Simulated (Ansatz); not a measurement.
Relaxation of C3H6S3 (12 atoms, charge 0, multiplicity 1), to a largest force component of 0.02 eV/Å in at most 50 steps.

All numbers below come from Ansatz, RKS PBE-D4/6-31G.

```xyz
12
Properties=species:S:1:pos:R:3
C 0.891 -1.586 0.574
C 0.238 -0.186 0.745
C -0.700 0.458 -0.029
S -1.348 -0.245 -1.415
S -1.157 2.067 0.417
S 0.207 3.156 -0.673
H 0.643 -1.998 -0.399
H 0.534 -2.193 1.348
H 1.937 -1.450 0.676
H -1.007 -0.463 0.468
H -1.410 -1.539 -1.009
H -0.397 3.119 -1.842
```

Question: Where does it end, and by what steps?

Answer: The run converged. The force dipped under the threshold on the way, but the program's further checks kept it going. Limits of this set-up: no polarisation functions. After 45 steps the energy has fallen by 6.904 eV; S4 moved furthest, 1.84 Å. Parted: C2–H10, C3–S5. Joined: C2–S5.

```
step  energy less start (eV)  largest force component (eV/Å)  accepted
   0                  0.0000                           7.844       yes
   2                 -2.8474                           0.830       yes
   4                 -3.2200                           0.559       yes
   6                 -3.3948                           0.540       yes
   8                 -3.4595                           0.334       yes
  10                 -3.4940                           0.495       yes
  12                 -3.5556                           0.593       yes
  14                 -3.6689                           0.792       yes
  16                 -3.8318                           0.514       yes
  18                 -4.1502                           1.235       yes
  20                 -4.7518                           0.850       yes
  22                 -5.4359                           1.083       yes
  24                 -6.0463                           1.030       yes
  26                 -6.4905                           0.543       yes
  28                 -6.6871                           0.219       yes
  30                 -6.7828                           0.416       yes
  32                 -6.8378                           0.266       yes
  34                 -6.8826                           0.152       yes
  36                 -6.8923                           0.131       yes
  38                 -6.8971                           0.290       yes
  40                 -6.8977                           0.333        no
  42                 -6.9029                           0.084       yes
  44                 -6.9036                           0.031       yes
  45                 -6.9037                           0.014       yes
```

```xyz
12
Properties=species:S:1:pos:R:3
C 0.915 -0.851 0.125
C -0.341 -0.046 0.263
C -1.584 -0.333 -0.201
S -2.162 -1.851 -1.027
S -0.236 1.490 1.273
S 1.201 2.797 0.048
H 0.827 -1.636 -0.647
H 1.195 -1.328 1.080
H 1.749 -0.191 -0.171
H -2.409 0.373 -0.082
H -0.977 -2.570 -0.948
H 0.253 3.285 -0.852
```

Time of the run: 2.2 min on 1 thread of Intel(R) Xeon(R) 6975P-C (Granite Rapids), with other jobs on the host, peak memory 0.16 GiB.
